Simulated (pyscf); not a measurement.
# Routes from `[SiH3][AsH]` [doublet] + `[H]` [doublet]

Candidate steps break at most two bonds and form at most two. Each was searched with GFN2-xTB (tblite) first. Single points on ωB97X-D3(BJ)/def2-SVP structures (PySCF, gas phase). Correlated levels are frozen-core, on RHF or UHF. ΔMP2 is the change of the MP2 total energy from the triple- to the quadruple-zeta basis. Energies: CCSD(T)/def2-TZVPP + ΔMP2(QZVPP), eV, from the separated reactants, triplet surface.

| products | type | ΔE‡ | ΔE | ΔG‡ 298 K | ΔG‡ 900 K | ν‡ (cm⁻¹) |
|---|---|---|---|---|---|---|
| AsH₂• + SiH₃• | substitution at As | 0.01 | -0.45 | 0.28 | 0.86 | 305i |
| AsH [triplet] + SiH₄ | substitution at Si | 0.13 | -1.46 | 0.42 | 1.06 | 527i |

Plain bond fissions and candidates not yet searched are not listed, and one of them may be faster. Each barrier is that of the saddle found; lower ones may exist. The CCSD(T) − MP2 part came from Ansatz, without density fitting, on the same reference. The frozen core leaves the outer d or s,p core shells of the metals and heavy elements correlated in the MP2 and CC values, and def2-TZVPP describes them poorly, which can shift differences by a few kcal/mol. Elements up to Kr have no core potential and no relativistic terms here.
